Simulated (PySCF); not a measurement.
Species: BH4 (charge -1).
SMILES: `[BH4-]`

The closed-shell ground state was solved at several levels (PySCF, density fitting, gas phase, non-relativistic). Geometry: PBE0-D3(BJ)/def2-TZVP; no solvent, vibrations or thermal averaging. No diffuse functions stand in pcSseg-2, which bears on an anion's orbital energies.

```json
{"level": "B97-2/pcSseg-2", "basis functions": "92", "HOMO (eV)": "-1.69", "LUMO (eV)": "6.76", "gap (eV)": "8.45"}
{"level": "KT3/pcSseg-2", "basis functions": "92", "HOMO (eV)": "-0.68", "LUMO (eV)": "6.04", "gap (eV)": "6.72"}
{"level": "PBE0/pcSseg-2", "basis functions": "92", "HOMO (eV)": "-1.94", "LUMO (eV)": "6.74", "gap (eV)": "8.68"}
```

What might wB97X-D/pcSseg-2 (92 basis functions) give for the same quantities?

HOMO -3.92 eV, LUMO 8.26 eV, gap 12.18 eV.

Over all these levels, which gives the widest orbital gap and which the narrowest?

wB97X-D/pcSseg-2 (range-separated hybrid) has the widest, 12.18 eV, and KT3/pcSseg-2 (GGA) the narrowest, 6.72 eV. From the narrowest to the widest the HOMO moves by -3.24 eV and the LUMO by +2.22 eV.

In the pcSseg-2 basis, how does the gap go with the fixed share of exact exchange?

KT3 (0 %) 6.72 eV; B97-2 (21 %) 8.45 eV; PBE0 (25 %) 8.68 eV. Each rise in the share widens the gap here.
